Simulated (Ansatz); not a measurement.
We consider zinc-blende HgSe, described by PBE0-D3(BJ) in Ansatz (plane waves, PAW).

Settings: plane-wave cutoff 460 eV, 8×8×8 k mesh, Fermi–Dirac smearing 0.01 eV, scalar-relativistic PAW data made under PBE.

Energies at three volumes about the minimum:

```csv
V (Å³/atom),E − E_lowest (meV/atom)
27.436,4.29
28.140,0.00
28.984,3.36
```

Question: Fit a parabola by hand: where is the minimum, what lattice constant follows, and what is the bulk modulus?

Answer: Slopes: (0.00 − 4.29)/(28.140 − 27.436) = -6.094 and (3.36 − 0.00)/(28.984 − 28.140) = 3.981 meV/Å³. Curvature E″ = 2 × (3.981 − (-6.094))/(28.984 − 27.436) = 13.017 meV/Å⁶. From the middle of the first interval, the slope vanishes at V0 = 27.7880 − (-6.094)/13.017 = 28.256 Å³/atom. B = V0 E″ = 28.256 × 13.017 meV/Å³ × 0.1602 GPa per meV/Å³ = 58.9 GPa. With 8 atoms in the cube, a = (8 × 28.256)^(1/3) = 6.092 Å. The full Birch–Murnaghan fit to all volumes gives V0 = 28.237 Å³/atom and B0 = 58.5 GPa.

Measured, for comparison: bulk modulus 50 GPa (temperature not stated, not corrected to a static lattice, our sources range from 48.5 to 51.6; as tabulated in Toher et al. (2017), arXiv:1611.05714); lattice constant a 6.085 Å (293 K, not corrected to a static lattice; as tabulated in Cardona et al. (2009), arXiv:0908.2634). Computed (rounded) less measured: bulk modulus +17 % (+13 % to +21 % over the range).

Ansatz is a quantum-chemistry and plane-wave program.
